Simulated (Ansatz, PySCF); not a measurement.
cyclobutane (C4H8), SMILES C1CCC1. Atoms are numbered in the order given.

```xyz
12

C      0.7599     0.7599     0.1286
C      0.7599    -0.7599    -0.1286
C     -0.7599    -0.7599     0.1286
C     -0.7599     0.7599    -0.1286
H      0.9900     0.9900     1.1808
H      1.3945     1.3945    -0.5089
H      0.9900    -0.9900    -1.1808
H      1.3945    -1.3945     0.5089
H     -1.3945    -1.3945    -0.5089
H     -0.9900    -0.9900     1.1808
H     -0.9900     0.9900    -1.1808
H     -1.3945     1.3945     0.5089
```
Charge 0, spin multiplicity 1.

The structure is a stationary point at PBE0-D3(BJ)/def2-SVP.

Two levels are set side by side: PBE-D3(BJ)/def2-SVP (Ansatz, a first-principles code) and PBE0-D3(BJ)/def2-SVP (Ansatz). Each level has its own optimised geometry; the coordinates shown are those of the second. Frequencies come from the Hessian of PySCF at each geometry. Differences are taken from unrounded values.

| quantity | PBE0-D3(BJ) |
|---|---|
| mean bond length (Å) | 1.248 |
| bond C1–C2 (Å) | 1.541 |
| bond C1–C4 (Å) | 1.541 |
| bond C2–C3 (Å) | 1.541 |
| bond C3–C4 (Å) | 1.541 |
| bond C1–H5 (Å) | 1.101 |
| bond C1–H6 (Å) | 1.101 |
| bond C2–H7 (Å) | 1.101 |
| bond C2–H8 (Å) | 1.101 |
| bond C3–H9 (Å) | 1.101 |
| bond C3–H10 (Å) | 1.101 |
| bond C4–H11 (Å) | 1.101 |
| bond C4–H12 (Å) | 1.101 |
| highest harmonic wavenumber (cm⁻¹) | 3153 |
| mean harmonic wavenumber (cm⁻¹) | 1625 |
| zero-point energy (kcal/mol) | 69.69 |

Task: What does PBE-D3(BJ) give, and how far is it from PBE0-D3(BJ)? (Estimate from the structure and the level; the computed values follow.)

Result: 
| quantity | PBE-D3(BJ) | PBE-D3(BJ) minus PBE0-D3(BJ) |
|---|---|---|
| mean bond length (Å) | 1.257 | 0.009 |
| bond C1–C2 (Å) | 1.552 | 0.011 |
| bond C1–C4 (Å) | 1.552 | 0.011 |
| bond C2–C3 (Å) | 1.552 | 0.011 |
| bond C3–C4 (Å) | 1.552 | 0.011 |
| bond C1–H5 (Å) | 1.110 | 0.008 |
| bond C1–H6 (Å) | 1.109 | 0.008 |
| bond C2–H7 (Å) | 1.110 | 0.008 |
| bond C2–H8 (Å) | 1.109 | 0.008 |
| bond C3–H9 (Å) | 1.109 | 0.008 |
| bond C3–H10 (Å) | 1.110 | 0.008 |
| bond C4–H11 (Å) | 1.110 | 0.008 |
| bond C4–H12 (Å) | 1.109 | 0.008 |
| highest harmonic wavenumber (cm⁻¹) | 3061 | -91 |
| mean harmonic wavenumber (cm⁻¹) | 1573 | -52 |
| zero-point energy (kcal/mol) | 67.45 | -2.24 |

GGA bonds tend to be longer and softer than those of functionals with exact exchange. Differences between two approximate levels are no errors against the true value.
